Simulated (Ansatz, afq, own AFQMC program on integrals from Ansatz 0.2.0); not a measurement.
**BSiH2 (quartet): quantum Monte Carlo beside coupled cluster, cc-pVDZ**

How near does AFQMC come to the top of the ladder for BSiH2 (quartet)?

Computed with Ansatz 0.2.0, Gaussian basis, and an in-house AFQMC program (afq) on its integrals; all values are calculated. Level: cc-pVDZ, frozen cores.

The runs, in order: PBE (unrestricted); r2SCAN (unrestricted); PBE0 (unrestricted); B3LYP (unrestricted); wB97M-V (unrestricted); B2PLYP (unrestricted); CCSD(T) on UHF; CCSDT(Q) on UHF; Phaseless AFQMC, CISD trial on UHF.

## (1) The system

The geometry is a PBE0/def2-TZVP stationary point (not a proven minimum) of the parent state, kept for this charge and spin.

4 atoms, charge 0, spin multiplicity 4.

Atoms are counted from 1 here; the program's logs count them from 0.

Bond lengths: Si1–B2 1.844 Å, B2–H3 1.322 Å, B2–H4 1.185 Å. Angles: Si1–B2–H3 66.1°, Si1–B2–H4 177.9°, H3–B2–H4 116.0°.

Coordinates:

| atom | x (Å) | y (Å) | z (Å) |
| --- | --- | --- | --- |
| Si1 | 0.00000 | -0.00532 | 0.59484 |
| B2 | 0.00000 | -0.07787 | -1.24792 |
| H3 | 0.00000 | 1.15054 | -0.76016 |
| H4 | 0.00000 | -0.16701 | -2.42957 |

## (2) PBE (unrestricted)

Contents of in.yaml:

```yaml
crystal:
  periodic: [false, false, false]
  atoms:
    - {symbol: Si, position_ang: [0.000000, -0.005322, 0.594837]}
    - {symbol: B, position_ang: [0.000000, -0.077872, -1.247918]}
    - {symbol: H, position_ang: [0.000000, 1.150544, -0.760155]}
    - {symbol: H, position_ang: [0.000000, -0.167010, -2.429569]}
basis:
  gaussian: {orbitals: cc-pVDZ}
magnetization: {spin_polarized: true, initial_magnetization: 3}
hamiltonian: {xc: {name: PBE}}
output: {orbitals: {seedname: orbitals}}
```

Run with:

```
ansatz run in.yaml --threads 1 --pin off --events-out ev --progress --plain --max-ram 1843MiB
```

The program printed:

```text
Functional definition: PBE
  name "PBE"
  cite "Perdew, Burke & Ernzerhof, Phys. Rev. Lett. 77, 3865 (1996) doi:10.1103/PhysRevLett.77.3865"
  parent pbe
  parameter kappa = 0.804
  parameter beta = 0.06672455060314922
  exchange = pbe_x(kappa = kappa, mu = beta*pi^2/3)
  correlation = pbe_c(beta = beta)
508 factors; their error is unknown
mean field evaluation 1: about -8570.8555 eV, gradient 2.2e1 eV
mean field evaluation 2: about -8558.9362 eV, gradient 4.0e1 eV
mean field evaluation 4: about -8574.9368 eV, gradient 2.5e0 eV
mean field evaluation 8: about -8575.0042 eV, gradient 3.8e-2 eV
mean field evaluation 16: about -8574.9860 eV, gradient 2.1e-4 eV
mean field evaluation 32: about -8574.5198 eV, gradient 5.7e-1 eV
mean field -8574.98595059 eV, -315.1249213501 hartree, gradient 2.0e-5 eV, S^2 3.753705; 4 other end points of the search recorded, 0 dependent functions left out
reference -8574.98597901 eV, -315.1249223945 hartree; 12, 9 occupied and 30, 33 virtual orbitals, 508 factors
Total energy: -8574.98597901 eV, -315.1249223945 hartree
```

It took 1.1 s on 1 thread of Intel Xeon 6975P-C (Granite Rapids), shared host.

From the report: ⟨S²⟩ of the determinant 3.754 (pure quartet: 3.75).

## (3) r2SCAN (unrestricted)

in.yaml, as its differences from that of step 2:

```diff
@@ -10,3 +10,2 @@
 magnetization: {spin_polarized: true, initial_magnetization: 3}
-hamiltonian: {xc: {name: PBE}}
-output: {orbitals: {seedname: orbitals}}
+hamiltonian: {xc: {name: r2SCAN}}
```

Same command.

The program printed:

```text
Functional definition: r2SCAN
  name "r2SCAN"
  cite "Furness, Kaplan, Ning, Perdew & Sun, J. Phys. Chem. Lett. 11, 8208 (2020) doi:10.1021/acs.jpclett.0c02405"
  cite "Furness, Kaplan, Ning, Perdew & Sun, J. Phys. Chem. Lett. 11, 9248 (2020) doi:10.1021/acs.jpclett.0c03077"
  parent r2scan
  parameter k0 = 0.174
  parameter k1 = 0.065
  parameter a1 = 4.9479
  exchange = r2scan_x(k0 = k0, k1 = k1, a1 = a1)
  correlation = r2scan_c
508 factors; their error is unknown
mean field evaluation 1: about -8575.8866 eV, gradient 1.9e1 eV
mean field evaluation 2: about -8569.2701 eV, gradient 3.1e1 eV
mean field evaluation 4: about -8579.0566 eV, gradient 1.2e0 eV
mean field evaluation 8: about -8579.0725 eV, gradient 4.0e-2 eV
mean field evaluation 16: about -8579.0541 eV, gradient 3.7e-4 eV
mean field evaluation 32: about -8578.6565 eV, gradient 5.4e-1 eV
mean field -8579.05413774 eV, -315.2744244702 hartree, gradient 1.9e-5 eV, S^2 3.757720; 4 other end points of the search recorded, 0 dependent functions left out
reference -8579.05414724 eV, -315.2744248192 hartree; 12, 9 occupied and 30, 33 virtual orbitals, 508 factors
Total energy: -8579.05414724 eV, -315.2744248192 hartree
```

Wall time 2.4 s (1 thread of Intel Xeon 6975P-C (Granite Rapids), shared host).

From the report: ⟨S²⟩ of the determinant 3.758 (pure quartet: 3.75).

## (4) PBE0 (unrestricted)

in.yaml, as its differences from that of step 3:

```diff
@@ -10,2 +10,3 @@
 magnetization: {spin_polarized: true, initial_magnetization: 3}
-hamiltonian: {xc: {name: r2SCAN}}
+hamiltonian: {xc: {name: PBE0}}
+output: {orbitals: {seedname: orbitals}}
```

Same command.

The program printed:

```text
Functional definition: PBE0
  name "PBE0"
  cite "Adamo & Barone, J. Chem. Phys. 110, 6158 (1999) doi:10.1063/1.478522"
  cite "Perdew, Burke & Ernzerhof, Phys. Rev. Lett. 77, 3865 (1996) doi:10.1103/PhysRevLett.77.3865"
  parent pbe
  parameter a = 0.25
  parameter kappa = 0.804
  parameter beta = 0.06672455060314922
  exchange = (1 - a)*pbe_x(kappa = kappa, mu = beta*pi^2/3) + a*exact_x
  correlation = pbe_c(beta = beta)
403 factors; integrals over basis functions are off by at most 1.2e-3 eV
mean field evaluation 1: about -8573.7746 eV, gradient 1.6e1 eV
mean field evaluation 2: about -8571.8931 eV, gradient 2.1e1 eV
mean field evaluation 4: about -8575.8302 eV, gradient 5.0e-1 eV
mean field evaluation 8: about -8575.9094 eV, gradient 6.1e-2 eV
mean field evaluation 16: about -8575.9095 eV, gradient 4.8e-4 eV
mean field -8575.90947241 eV, -315.1588601508 hartree, gradient 2.0e-5 eV, S^2 3.755544; 1 other end points of the search recorded, 0 dependent functions left out
reference -8575.90949375 eV, -315.1588609350 hartree; 12, 9 occupied and 30, 33 virtual orbitals, 403 factors
Total energy: -8575.90949375 eV, -315.1588609350 hartree
```

Wall time 0.78 s (1 thread of Intel Xeon 6975P-C (Granite Rapids), shared host).

From the report: ⟨S²⟩ of the determinant 3.756 (pure quartet: 3.75).

## (5) B3LYP (unrestricted)

in.yaml, as its differences from that of step 4:

```diff
@@ -10,3 +10,2 @@
 magnetization: {spin_polarized: true, initial_magnetization: 3}
-hamiltonian: {xc: {name: PBE0}}
-output: {orbitals: {seedname: orbitals}}
+hamiltonian: {xc: {name: B3LYP}}
```

Launched as before.

The program printed, cut to the lines that bear on the results:

```text
Functional definition: B3LYP
  name "B3LYP"
  cite "Stephens, Devlin, Chabalowski & Frisch, J. Phys. Chem. 98, 11623 (1994) doi:10.1021/j100096a001"
  cite "Becke, Phys. Rev. A 38, 3098 (1988) doi:10.1103/PhysRevA.38.3098"
  cite "Lee, Yang & Parr, Phys. Rev. B 37, 785 (1988) doi:10.1103/PhysRevB.37.785"
  cite "Vosko, Wilk & Nusair, Can. J. Phys. 58, 1200 (1980) doi:10.1139/p80-159"
[...]
403 factors; integrals over basis functions are off by at most 1.2e-3 eV
[...]
mean field -8580.75432214 eV, -315.3369050945 hartree, gradient 1.1e-5 eV, S^2 3.753880; 1 other end points of the search recorded, 0 dependent functions left out
reference -8580.75450554 eV, -315.3369118343 hartree; 12, 9 occupied and 30, 33 virtual orbitals, 403 factors
Total energy: -8580.75450554 eV, -315.3369118343 hartree
```

Run time: 0.93 s. Hardware: 1 thread of Intel Xeon 6975P-C (Granite Rapids), shared host.

From the report: ⟨S²⟩ of the determinant 3.754 (pure quartet: 3.75).

## (6) wB97M-V (unrestricted)

in.yaml, as its differences from that of step 5:

```diff
@@ -10,2 +10,3 @@
 magnetization: {spin_polarized: true, initial_magnetization: 3}
-hamiltonian: {xc: {name: B3LYP}}
+hamiltonian: {xc: {name: wB97M-V}}
+output: {orbitals: {seedname: orbitals}}
```

Launched as before.

The program printed, cut to the lines that bear on the results:

```text
Functional definition: wB97M-V
  name "wB97M-V"
  cite "Mardirossian & Head-Gordon, J. Chem. Phys. 144, 214110 (2016) doi:10.1063/1.4952647"
  cite "Becke, J. Chem. Phys. 107, 8554 (1997) doi:10.1063/1.475007"
  cite "Vydrov & Van Voorhis, J. Chem. Phys. 133, 244103 (2010) doi:10.1063/1.3521275"
  # Of w^i u^j: cxij and so on, Table III.
[...]
  gx(w, u) = 1 - cx + cx01*u + cx10*w
  gss(w, u) = css00 + css04*u^4 + css10*w + css20*w^2 + css43*w^4*u^3
  gos(w, u) = cos00 + cos10*w + (cos20 + cos21*u)*w^2 + (cos60 + cos61*u)*w^6
[...]
      + integral(e_c_pw_mod_opposite_spin*gos(b97_w_opposite, b97_u_opposite)) + vv10(b, c)
403 factors; integrals over basis functions are off by at most 1.2e-3 eV
149 factors; integrals over basis functions are off by at most 9.3e-6 eV
[...]
mean field -8578.81907748 eV, -315.2657861648 hartree, gradient 2.4e-5 eV, S^2 3.753501; 1 other end points of the search recorded, 0 dependent functions left out
reference -8578.81910807 eV, -315.2657872889 hartree; 12, 9 occupied and 30, 33 virtual orbitals, 403 factors
Total energy: -8578.81910807 eV, -315.2657872889 hartree
```

It took 2.7 s on 1 thread of Intel Xeon 6975P-C (Granite Rapids), shared host.

From the report: ⟨S²⟩ of the determinant 3.754 (pure quartet: 3.75).

## (7) B2PLYP (unrestricted)

in.yaml, as its differences from that of step 6:

```diff
@@ -10,3 +10,3 @@
 magnetization: {spin_polarized: true, initial_magnetization: 3}
-hamiltonian: {xc: {name: wB97M-V}}
-output: {orbitals: {seedname: orbitals}}
+hamiltonian: {xc: {name: B2PLYP}}
+correlation: {electrons: outside_noble_gas}
```

Launched as before.

The program printed, cut to the lines that bear on the results:

```text
Functional definition: B2PLYP
  name "B2PLYP"
  cite "Grimme, J. Chem. Phys. 124, 034108 (2006) doi:10.1063/1.2148954"
  cite "Becke, Phys. Rev. A 38, 3098 (1988) doi:10.1103/PhysRevA.38.3098"
  cite "Lee, Yang & Parr, Phys. Rev. B 37, 785 (1988) doi:10.1103/PhysRevB.37.785"
[...]
403 factors; integrals over basis functions are off by at most 1.2e-3 eV
[...]
mean field -8574.30771113 eV, -315.0999965095 hartree, gradient 4.6e-6 eV, S^2 3.757826; 4 other end points of the search recorded, 0 dependent functions left out
6 core orbitals not correlated: weight in the atoms' cores, before any rotation towards them, 1.000 or more for the frozen orbitals, at most 0.000 for the correlated occupied ones
reference -8574.30782769 eV, -315.1000007931 hartree; 6, 3 occupied and 30, 33 virtual orbitals, 403 factors
second order -5.05869287 eV of doubles, -0.00000000 eV of singles
Total energy: -8575.67367477 eV, -315.1501947473 hartree
```

It took 1.2 s on 1 thread of Intel Xeon 6975P-C (Granite Rapids), shared host.

From the report: ⟨S²⟩ of the determinant 3.758 (pure quartet: 3.75).

## (8) CCSD(T) on UHF

in.yaml, as its differences from that of step 7:

```diff
@@ -10,3 +10,2 @@
 magnetization: {spin_polarized: true, initial_magnetization: 3}
-hamiltonian: {xc: {name: B2PLYP}}
-correlation: {electrons: outside_noble_gas}
+correlation: {method: ccsd_t, electrons: outside_noble_gas, hamiltonian_folder: ham}
```

Same command.

The program printed, cut to the lines that bear on the results:

```text
Functional definition: HF
  name "HF"
  cite "Fock, Z. Phys. 61, 126 (1930) doi:10.1007/BF01340294"
  parent pbe
[...]
403 factors; integrals over basis functions are off by at most 1.2e-3 eV
[...]
mean field -8560.09178387 eV, -314.5775708185 hartree, gradient 6.2e-6 eV, S^2 3.765923; 12 other end points of the search recorded, 0 dependent functions left out
determinant -8560.09178387 eV, -314.5775708185 hartree, with singles and doubles -8564.84886025 eV, -314.7523901510 hartree
determinant -8559.81791149 eV, -314.5675061943 hartree, with singles and doubles -8564.37402310 eV, -314.7349402076 hartree
determinant -8557.57862445 eV, -314.4852139136 hartree, with singles and doubles -8562.49706582 eV, -314.6659632998 hartree
determinant -8557.42400272 eV, -314.4795316696 hartree, with singles and doubles -8561.93384334 eV, -314.6452652556 hartree
determinant -8557.22634687 eV, -314.4722679510 hartree, with singles and doubles -8561.80133525 eV, -314.6403956730 hartree
determinant -8560.09178387 eV, -314.5775708185 hartree, with singles and doubles -8564.85241372 eV, -314.7525207389 hartree
determinant -8559.81791149 eV, -314.5675061943 hartree, with singles and doubles -8564.37469873 eV, -314.7349650368 hartree
6 core orbitals not correlated: weight in the atoms' cores, before any rotation towards them, 1.000 or more for the frozen orbitals, at most 0.000 for the correlated occupied ones
reference -8560.09178387 eV, -314.5775708185 hartree; 6, 3 occupied and 30, 33 virtual orbitals, 403 factors
second order -3.84823578 eV of doubles, -0.00000000 eV of singles
cycle   1  -4.76063220 eV  change   -2.3e-6 eV  update   1.9e-6
perturbative correction -0.18285187 eV, -0.0067196823 hartree
Total energy: -8565.03526794 eV, -314.7592405073 hartree
```

Run time: 2.2 s. Hardware: 1 thread of Intel Xeon 6975P-C (Granite Rapids), shared host.

From the report: ⟨S²⟩ of the determinant 3.766 (pure quartet: 3.75); correlation -4.9435 eV; T1 0.041; largest double amplitude 0.09.

This run also writes the integrals to the folder ham.

## (9) CCSDT(Q) on UHF

in.yaml, as its differences from that of step 8:

```diff
@@ -10,2 +10,2 @@
 magnetization: {spin_polarized: true, initial_magnetization: 3}
-correlation: {method: ccsd_t, electrons: outside_noble_gas, hamiltonian_folder: ham}
+correlation: {method: ccsdt_q, electrons: outside_noble_gas}
```

Launched as before.

The program printed, cut to the lines that bear on the results:

```text
Functional definition: HF
  name "HF"
  cite "Fock, Z. Phys. 61, 126 (1930) doi:10.1007/BF01340294"
  parent pbe
[...]
790 factors; integrals over basis functions are off by at most 1.6e-7 eV
[...]
mean field -8560.09181013 eV, -314.5775717837 hartree, gradient 5.2e-6 eV, S^2 3.765922; 12 other end points of the search recorded, 0 dependent functions left out
determinant -8560.09181013 eV, -314.5775717837 hartree, with singles and doubles -8564.84887594 eV, -314.7523907277 hartree
determinant -8559.81794460 eV, -314.5675074111 hartree, with singles and doubles -8564.37404792 eV, -314.7349411197 hartree
determinant -8557.57865305 eV, -314.4852149645 hartree, with singles and doubles -8562.49707808 eV, -314.6659637504 hartree
determinant -8557.42403912 eV, -314.4795330073 hartree, with singles and doubles -8561.93385811 eV, -314.6452657982 hartree
determinant -8557.22638243 eV, -314.4722692578 hartree, with singles and doubles -8561.80136293 eV, -314.6403966903 hartree
determinant -8560.09181013 eV, -314.5775717837 hartree, with singles and doubles -8564.85242975 eV, -314.7525213277 hartree
determinant -8559.81794460 eV, -314.5675074111 hartree, with singles and doubles -8564.37472353 eV, -314.7349659481 hartree
6 core orbitals not correlated: weight in the atoms' cores, before any rotation towards them, 1.000 or more for the frozen orbitals, at most 0.000 for the correlated occupied ones
reference -8560.09181013 eV, -314.5775717837 hartree; 6, 3 occupied and 30, 33 virtual orbitals, 790 factors
second order -3.84824415 eV of doubles, -0.00000000 eV of singles
cycle   1  -4.44380735 eV  change   -6.0e-1 eV  update   8.2e-2
[...]
cycle  19  -4.98405587 eV  change   -7.9e-7 eV  update   6.5e-7
perturbative correction -0.01195026 eV, -0.0004391641 hartree
Total energy: -8565.08781626 eV, -314.7611716225 hartree
```

Wall time 9.5 s (1 thread of Intel Xeon 6975P-C (Granite Rapids), shared host); peak memory 0.26 GiB.

From the report: ⟨S²⟩ of the determinant 3.766 (pure quartet: 3.75); correlation -4.9960 eV; T1 0.046; largest double amplitude 0.11.

## (10) Phaseless AFQMC, CISD trial on UHF

It reads the integrals that the CCSD(T) run on this determinant wrote.

Run with:

```
afq ham --method phaseless --trial cisd --walkers 60 --populations 1 --least-time 40 --time-step 0.005 --steps-per-block 50 --equilibration-blocks 28 --max-blocks 300 --target-error 0.00036 --factor-cut 1e-05 --start spin_pure --seed 3379 --release-times 0.24,0.51,0.99,1.62,2.4 --release-step 0.03 --release-every 4 --taylor-order 6
```

The program printed:

```text
orbitals 36  electrons 6 3  factors 282 of 403
reference energy -314.57757082 Eh
CCSD correlation -0.17494993 Eh in 13 cycles, weight of the determinant in the CISD state 0.8610
energy of the start -314.752086 Eh
 block  time / (1/Eh)  mean weight  energy / Eh
     1     0.250  0.9988  -314.750412
     2     0.500  0.9987  -314.752332
     3     0.750  1.0012  -314.752252
     4     1.000  0.9999  -314.752134
     5     1.250  0.9993  -314.756396
     6     1.500  1.0000  -314.758296
     7     1.750  1.0012  -314.756383
     8     2.000  1.0000  -314.759720
     9     2.250  1.0018  -314.756836
    10     2.500  0.9984  -314.757638
    17     4.250  1.0008  -314.758305
    25     6.250  0.9974  -314.759755
    33     8.250  1.0015  -314.754659
    41    10.250  0.9977  -314.763434
    49    12.250  1.0002  -314.758242
    57    14.250  1.0005  -314.765779
    65    16.250  1.0015  -314.761723
    73    18.250  0.9995  -314.762634
    81    20.250  1.0003  -314.756544
    89    22.250  1.0014  -314.762758
    97    24.250  1.0009  -314.762233
   105    26.250  1.0010  -314.756383
   113    28.250  0.9990  -314.760915
   121    30.250  1.0011  -314.762716
   129    32.250  1.0006  -314.759679
   137    34.250  1.0001  -314.757408
   145    36.250  1.0009  -314.756681
   153    38.250  1.0015  -314.762852
   161    40.250  0.9993  -314.764473
   169    42.250  1.0013  -314.763372
   177    44.250  0.9978  -314.758231
   185    46.250  0.9976  -314.759554
   193    48.250  0.9990  -314.773719
   201    50.250  1.0003  -314.758346
   209    52.250  0.9988  -314.763433
   217    54.250  1.0014  -314.756712
   225    56.250  0.9983  -314.757006
   233    58.250  0.9991  -314.759742
   241    60.250  1.0003  -314.759156
   249    62.250  1.0011  -314.759631
   257    64.250  1.0001  -314.767173
   265    66.250  1.0005  -314.759811
   273    68.250  1.0013  -314.756206
   281    70.250  1.0003  -314.758057
   289    72.250  0.9995  -314.760344
   297    74.250  0.9990  -314.757459
   305    76.250  0.9997  -314.761718
   313    78.250  1.0000  -314.757555
   321    80.250  0.9992  -314.758195
blocks merged  error / Eh  count
     1  0.000220  300
     2  0.000279  150
     4  0.000346  75
     8  0.000417  37
    16  0.000470  18
    32  0.000478  9
released: time / (1/Eh)  energy / Eh  error  mean overlap
  0.24  -314.760636  0.000614  1.0039
  0.51  -314.761258  0.000456  0.9938
  0.99  -314.761062  0.000384  0.9888
  1.62  -314.760193  0.000409  1.0225
  2.40  -314.761615  0.000458  1.0061
energy -314.760690 +/- 0.000470 Eh
```

Run time: 4.5 min. Hardware: 1 thread of Intel Xeon 6975P-C (Granite Rapids), shared host.

Energy -8565.0747 ± 0.0128 eV. Caveats: constraint bias not in the error.

## (11) All levels side by side

On the UHF determinant, counted from CCSDT(Q) (a yardstick, not exact):

| level | energy (eV) | from CCSDT(Q) (meV) | statistical error (meV) | time |
| --- | --- | --- | --- | --- |
| HF | -8560.0918 | +4996.0 |  |  |
| MP2 | -8563.9400 | +1147.8 |  |  |
| CCSD | -8564.8524 | +235.4 |  |  |
| CCSD(T) | -8565.0353 | +52.5 |  |  |
| CCSDT(Q) | -8565.0878 | 0.0 |  |  |
| Phaseless AFQMC, CISD trial, step 0.005, 60 walkers | -8565.0747 | +13.1 | 12.8 | 4.5 min |

The functionals' totals stand on their own zeros and serve differences with other points: PBE -8574.986 eV; r2SCAN -8579.054 eV; PBE0 -8575.909 eV; B3LYP -8580.755 eV; wB97M-V -8578.819 eV; B2PLYP -8575.674 eV.

## (12) Outcome

| quantity | value |
| --- | --- |
| CCSD(T) on UHF from CCSDT(Q) | +52.5 meV |
| Phaseless AFQMC, CISD trial on UHF from CCSDT(Q) | +13.1 ± 12.8 meV |

What this shows: On UHF the phaseless walk with the CISD trial lies +13.1 meV from CCSDT(Q), within three error bars. Error bars are statistical and leave out the constraint, the time step and what remains of the start.
